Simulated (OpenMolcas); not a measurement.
**doublet [C2H2O2]− at 5 levels**

Wanted: a comparison of 5 runs (UHF/3-21G, UHF/aug-cc-pVDZ, U-revPBE/aug-cc-pVDZ, UBHLYP/aug-cc-pVDZ, UM06-2X/aug-cc-pVDZ) of doublet [C2H2O2]−. 

The calculation is run with OpenMolcas 26.06.

### 1 The molecule

[C2H2O2]−: 6 atoms, total charge -1, spin state doublet. SMILES of the parent species: `O=CC=O`. The shape is that of a PBE0-D4/def2-TZVP optimisation. That shape belongs to the parent species and isn't relaxed for this state.

Bond lengths: O1–C2 1.197 Å, C2–C3 1.519 Å, C3–O4 1.197 Å, C2–H5 1.108 Å, C3–H6 1.108 Å. Angles: O1–C2–C3 121.5°, C2–C3–O4 121.5°, O1–C2–H5 123.7°, C3–C2–H5 114.8°, C2–C3–H6 114.8°, O4–C3–H6 123.7°.

### 2 The energy at UHF/3-21G (run 1)

The input, mol.input:

```
&GATEWAY
 BasLib=$CurrDir
 Coord
 6
 angstrom
 O        1.138970      -0.294510      -1.255700
 C        0.523200       0.330160      -0.440590
 C       -0.523400      -0.330110       0.440390
 O       -1.136970       0.293940       1.257630
 H        0.661710       1.415330      -0.264310
 H       -0.663500      -1.414820       0.262570
 Basis=3-21G
 Group=NoSym

&SEWARD

&SCF
 UHF
 Charge=-1
 Spin=2
 Thresholds=1e-10 1e-07 1e-07 1e-05
 PrOrbitals=0
```

The basis set 3-21G is read from a file made from the Basis Set Exchange's data (not shown).

Command:

```console
$ export MOLCAS_MEM=1860
$ pymolcas mol.input > mol.log
```

What it wrote:

```text
--- Start Module: gateway ---
[...]
--- Stop Module: gateway /rc=_RC_ALL_IS_WELL_ ---
--- Start Module: seward ---
[...]
      Basis functions           40
--- Stop Module: seward /rc=_RC_ALL_IS_WELL_ ---
--- Start Module: scf ---
[...]
       Convergence after  20 Iterations
[...]
::    Total SCF energy                               -225.2816044881
[...]
      Total spin, S                                     0.5326014713
[...]
      Total electronic charge=   31.000000
      Total            charge=   -1.000000
[...]
      Dipole Moment (debye):
      Origin of the operator (angstrom)=    0.0005   -0.0001    0.0005
                   X= -2.9362E-03               Y=  8.1584E-04               Z= -2.8360E-03           Total=  4.1629E-03
      Center of Charge (angstrom)
[...]
--- Stop Module: scf /rc=_RC_ALL_IS_WELL_ ---
[...]
```

It took 1.9 s on 1 thread of Arm Neoverse V2, shared host; peak memory 0.37 GiB.

### 3 A single-point energy at UHF/aug-cc-pVDZ (run 2)

The input, mol.inp:

```
* C2H2O2 Hartree-Fock
>>> EXPORT MOLCAS_PRINT=2

&GATEWAY
 BasLib = $CurrDir
 Coord
 6
 angstrom
 O        1.138970      -0.294510      -1.255700
 C        0.523200       0.330160      -0.440590
 C       -0.523400      -0.330110       0.440390
 O       -1.136970       0.293940       1.257630
 H        0.661710       1.415330      -0.264310
 H       -0.663500      -1.414820       0.262570
 Basis = aug-cc-pVDZ
 Group = NoSym

&SEWARD

&SCF
 UHF
 Charge = -1
 Spin = 2
 Thresholds = 1e-10 1e-07 1e-07 1e-05
 PrOrbitals = 1 2
```

The basis set aug-cc-pVDZ is read from a file made from the Basis Set Exchange's data (not shown).

Command:

```console
$ export MOLCAS_MEM=1860
$ pymolcas mol.inp > mol.log
```

What it wrote:

```text
--- Start Module: gateway ---
[...]
--- Stop Module: gateway /rc=_RC_ALL_IS_WELL_ ---
--- Start Module: seward ---
[...]
      Basis functions          110
--- Stop Module: seward /rc=_RC_ALL_IS_WELL_ ---
[...]
--- Start Module: scf ---
[...]
       Convergence after  21 Iterations
[...]
::    Total SCF energy                               -226.6267959159
[...]
      Total spin, S                                     0.5212894896
[...]
      Total electronic charge=   31.000000
      Total            charge=   -1.000000
[...]
      Dipole Moment (debye):
      Origin of the operator (angstrom)=    0.0005   -0.0001    0.0005
                   X= -1.7298E-03               Y=  4.7569E-04               Z= -1.6652E-03           Total=  2.4477E-03
      Center of Charge (angstrom)
[...]
--- Stop Module: scf /rc=_RC_ALL_IS_WELL_ ---
[...]
```

Run time: 16 s. Hardware: 1 thread of Arm Neoverse V2, shared host; peak memory 0.65 GiB.

### 4 The energy at U-revPBE/aug-cc-pVDZ (run 3)

The input, struct.xyz:

```xyz
6

O      1.138970    -0.294510    -1.255700
C      0.523200     0.330160    -0.440590
C     -0.523400    -0.330110     0.440390
O     -1.136970     0.293940     1.257630
H      0.661710     1.415330    -0.264310
H     -0.663500    -1.414820     0.262570
```

The input, mol.inp:

```
&GATEWAY
 BasLib
 $CurrDir
 Coord
 struct.xyz
 Basis
 aug-cc-pVDZ
 Group
 NoSym

&SEWARD
 GridInput
 Grid=UltraFine
 End of Grid

&SCF
 UHF
 Charge
 -1
 Spin
 2
 KSDFT
 revPBE
 Thresholds
 1e-10 1e-07 1e-07 1e-05
 PrOrbitals
 0
```

The basis set aug-cc-pVDZ is read from a file made from the Basis Set Exchange's data (not shown).

Command:

```console
$ export MOLCAS_MEM=1860
$ pymolcas mol.inp > mol.log
```

What it wrote:

```text
--- Start Module: gateway ---
[...]
--- Stop Module: gateway /rc=_RC_ALL_IS_WELL_ ---
--- Start Module: seward ---
[...]
      Basis functions          110
--- Stop Module: seward /rc=_RC_ALL_IS_WELL_ ---
[...]
--- Start Module: scf ---
[...]
       Convergence after  24 Iterations
[...]
::    Total KS-DFT energy                            -227.8267024394
[...]
      Total spin, S                                     0.5009066793
[...]
      Total electronic charge=   31.000000
      Total            charge=   -1.000000
[...]
      Dipole Moment (debye):
      Origin of the operator (angstrom)=    0.0005   -0.0001    0.0005
                   X= -6.9923E-04               Y=  1.8077E-04               Z= -6.6725E-04           Total=  9.8327E-04
      Center of Charge (angstrom)
[...]
--- Stop Module: scf /rc=_RC_ALL_IS_WELL_ ---
[...]
```

Run time: 93 s. Hardware: 1 thread of Arm Neoverse V2, shared host; peak memory 0.65 GiB.

Run 4 isn't shown in full; the table further down has it.

### 5 A single-point energy at UM06-2X/aug-cc-pVDZ (run 5)

The input, job.inp:

```
>>> EXPORT MOLCAS_PRINT=2
&GATEWAY
BASLIB = $CurrDir
COORD
6
angstrom
O        1.138970      -0.294510      -1.255700
C        0.523200       0.330160      -0.440590
C       -0.523400      -0.330110       0.440390
O       -1.136970       0.293940       1.257630
H        0.661710       1.415330      -0.264310
H       -0.663500      -1.414820       0.262570
BASIS = aug-cc-pVDZ
GROUP = NoSym
&SEWARD
GRIDINPUT
Grid=UltraFine
End of Grid
&SCF
UHF
CHARGE = -1
SPIN = 2
KSDFT = M062X
THRESHOLDS = 1e-10 1e-07 1e-07 1e-05
PRORBITALS = 0
```

The basis set aug-cc-pVDZ is read from a file made from the Basis Set Exchange's data (not shown).

Command:

```console
$ export MOLCAS_MEM=1860
$ pymolcas job.inp > job.log
```

What it wrote:

```text
--- Start Module: gateway ---
[...]
--- Stop Module: gateway /rc=_RC_ALL_IS_WELL_ ---
--- Start Module: seward ---
[...]
      Basis functions          110
--- Stop Module: seward /rc=_RC_ALL_IS_WELL_ ---
[...]
--- Start Module: scf ---
[...]
       Convergence after  18 Iterations
[...]
::    Total KS-DFT energy                            -227.7948785222
[...]
      Total spin, S                                     0.5055104849
[...]
      Total electronic charge=   31.000000
      Total            charge=   -1.000000
[...]
      Dipole Moment (debye):
      Origin of the operator (angstrom)=    0.0005   -0.0001    0.0005
                   X= -1.5274E-03               Y=  4.1609E-04               Z= -1.4670E-03           Total=  2.1583E-03
      Center of Charge (angstrom)
[...]
--- Stop Module: scf /rc=_RC_ALL_IS_WELL_ ---
[...]
```

Run time: 1.9 min. Hardware: 1 thread of Arm Neoverse V2, shared host; peak memory 0.65 GiB.

### 6 The series

```tsv
run	level	integration grid	energy (Eh)	HOMO energy (eV)	LUMO energy (eV)	⟨S²⟩	wall time
1	UHF/3-21G	–	-225.281604	-0.16	10.80	0.816	1.9 s
2	UHF/aug-cc-pVDZ	–	-226.626796	-1.08	4.31	0.793	16 s
3	U-revPBE/aug-cc-pVDZ	UltraFine	-227.826702	2.43	3.17	0.752	93 s
4	UBHLYP/aug-cc-pVDZ	UltraFine	-227.758645	0.42	3.79	0.765	74 s
5	UM06-2X/aug-cc-pVDZ	UltraFine	-227.794879	0.47	3.46	0.761	1.9 min
```

### 7 Outcome

| quantity | value |
| --- | --- |
| run 5: total energy | -227.79488 Eh |
| run 5: HOMO energy (highest over α and β) | 0.47 eV |
| run 5: LUMO energy (lowest over α and β) | 3.46 eV |
| run 5: ⟨S²⟩ | 0.761 |

In words: Totals of different functionals can't be ranked against each other. In runs 3, 4, 5 the HOMO lies above zero, so the outermost electron may be held by the basis alone. All runs together took 5 min, the longest 1.9 min.
